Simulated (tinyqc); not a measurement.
Worked calculation: MP2 on RHF in the sto-3g basis, frozen core, for H2O, spin multiplicity 1. One step of it, computed by the program tinyqc.

Task: Orthogonalisation. S = U s U^T; symmetric (Loewdin) form X = U s^(-1/2) U^T, so that X^T S X = 1.

overlap S, lower triangle:
```
           1O 1s     1O 2s    1O 2px     1O 2py    1O 2pz     2H 1s     3H 1s
1O 1s   1.000000
1O 2s   0.236704  1.000000
1O 2px  0.000000  0.000000  1.000000
1O 2py  0.000000  0.000000  0.000000   1.000000
1O 2pz  0.000000  0.000000  0.000000   0.000000  1.000000
2H 1s   0.045690  0.430039  0.000000   0.275649  0.244106  1.000000
3H 1s   0.044246  0.421714  0.000000  -0.271866  0.240805  0.239612  1.000000
```

Give: eigenvalues of S; X.

Result:

eigenvalues of S: 0.392  0.475  0.880  1.000  1.105  1.285  1.862

X, lower triangle:
```
         1O 1s   1O 2s  1O 2px  1O 2py  1O 2pz   2H 1s  3H 1s
1O 1s    1.024
1O 2s   -0.139   1.192
1O 2px   0.000   0.000   1.000
1O 2py   0.000   0.003   0.000   1.082
1O 2pz  -0.009   0.094   0.000   0.001   1.053
2H 1s    0.020  -0.255   0.000  -0.194  -0.142   1.168
3H 1s    0.020  -0.246   0.000   0.190  -0.138  -0.086  1.161
```
